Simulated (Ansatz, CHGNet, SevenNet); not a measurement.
**Cubic Cu3N, lattice constant a**

Reference value: 3.807 Å (measured, temperature not stated, copied from a table, unchecked, not corrected to a static lattice; as tabulated in Zeitschrift fuer Anorganische und Allgemeine Chemie 239, 282 (1938)).

```csv
level (code),value (Å),difference (%)
CHGNet 0.3.0 (CHGNet),3.802,-0.13
SevenNet-0 (SevenNet),3.815,+0.21
SevenNet-l3i5 (SevenNet),3.813,+0.16
LDA (Ansatz),3.721,-2.26
PBE (Ansatz),3.827,+0.53
PBEsol (Ansatz),3.765,-1.10
PBE-D3(BJ) (Ansatz),3.782,-0.66
PBE-D4 (Ansatz),3.785,-0.58
```

The reference's temperature isn't stated, so close values are not ranked against it. Off by more than 1.25 % (a bound picked here): LDA (-2.26 %).

The measured value isn't corrected to a static lattice, so vibrations enter the comparison. A static lattice is as a rule a little smaller than the measured one.  Ansatz's density-functional and Hartree–Fock values are scalar-relativistic unless marked +SOC, with PAW data made under PBE.

Machine-learned potentials (CHGNet 0.3.0, SevenNet-0, SevenNet-l3i5) are trained on DFT data, which may include these solids.

Differences are worked out from the printed values.

Ansatz is a first-principles code.
